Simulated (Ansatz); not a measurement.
Process, species as SMILES: F[C](F)F -> F[C](F)F as singlet, charge -1 (an electron is taken up)
Structures are relaxed separately at B3LYP-D3(BJ)/def2-TZVP in Ansatz (a quantum-chemistry and plane-wave program).
Geometry of the first species:
```xyz
4

C      0.0017    -0.0026     0.3251
F     -0.0171     1.2604    -0.0619
F      1.0990    -0.6148    -0.0830
F     -1.0831    -0.6438    -0.0717
```
Charge 0, spin multiplicity 2.

Quantity: adiabatic electron affinity (electronic energy difference), positive where the reaction releases energy, in eV. Valence correlation only, unless marked. UHF or UKS for open shells. No spin-orbit coupling. No relativistic terms. Anions need diffuse functions: aug- sets have them; def2-D sets add few; the other sets have none. CBS(X,Y): correlation extrapolated as X^-3; Hartree-Fock from the larger set. The bracket is a focal-point correction in the basis named.

```
level      program  adiabatic electron affinity (eV)
---------  -------  --------------------------------
HF/STO-3G   Ansatz                             -4.38
```

What does RI-MP2/CBS(aug-cc-pVTZ,aug-cc-pVQZ)+[CCSD(T)-MP2]/aug-cc-pVTZ (Ansatz) give?

1.73 eV, so HF/STO-3G differs from it by -6.11 eV.
